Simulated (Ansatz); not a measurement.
**C2H2OS: basis-set convergence**

The task here is to estimate one member of a computed series from the others.

Program: Ansatz 0.2.0, Gaussian basis. Level of theory: one geometry, several basis sets. These are calculated values, not measurements.

The runs, in order: PBE0-D4/def2-SVP; ωB97M-V/def2-SVP; PBE0-D4/def2-QZVPP; ωB97M-V/def2-QZVPP; the functionals' def2-TZVPP values are taken from earlier runs.

**The relaxed structure**

All runs share one geometry, relaxed beforehand with PBE0-D4 in a triple-zeta def2 set.

6 atoms, charge 0, spin multiplicity 1.

Atoms are counted from 1 here; the program's logs count them from 0.

Bond lengths: S1–C2 1.720 Å, S1–H5 1.346 Å, C2–C3 1.374 Å, C2–O4 1.254 Å, C3–H6 1.093 Å. Angles: C2–S1–H5 93.7°, S1–C2–C3 138.7°, S1–C2–O4 129.6°, C3–C2–O4 91.4°, C2–C3–H6 114.5°.

The first run:

Input file in.yaml:

```yaml
crystal:
  periodic: [false, false, false]
  atoms:
    - {symbol: S, position_ang: [-0.991074, 0.736500, -1.148817]}
    - {symbol: C, position_ang: [-0.053239, 0.001018, 0.091272]}
    - {symbol: C, position_ang: [-0.147670, -1.050398, 0.971194]}
    - {symbol: O, position_ang: [1.020075, 0.383492, 0.615157]}
    - {symbol: H, position_ang: [-0.186143, 1.811180, -1.241964]}
    - {symbol: H, position_ang: [0.400151, -1.945890, 0.666958]}
basis:
  gaussian: {orbitals: def2-SVP}
hamiltonian: {xc: pbe0, dispersion: d4}
output: {orbitals: {seedname: orbitals}}
```

On the command line:

```sh
ansatz run in.yaml --threads 2 --pin off --events-out ev --progress --plain --max-ram 4352MiB
```

Steps of the session up to this table: PBE0-D4 in def2-SVP; ωB97M-V in def2-SVP; PBE0-D4 in def2-QZVPP; ωB97M-V in def2-QZVPP.

One table of the session follows, with a row left open; its other results are not shown here.

It belongs to the step «Density functionals: the series». 

| functional | basis | HOMO (eV) |
| --- | --- | --- |
| PBE0-D4 | def2-SVP | -6.81 |
| PBE0-D4 | def2-TZVPP | -6.98 |
| PBE0-D4 | def2-QZVPP | -7.02 |
| ωB97M-V | def2-SVP | ? |
| ωB97M-V | def2-TZVPP | -9.28 |
| ωB97M-V | def2-QZVPP | -9.32 |

Estimate the missing values for ωB97M-V, def2-SVP.

The run gave: HOMO (eV): -9.06. In the column «HOMO (eV)» it lies between ωB97M-V, def2-TZVPP (-9.28) and PBE0-D4, def2-QZVPP (-7.02).
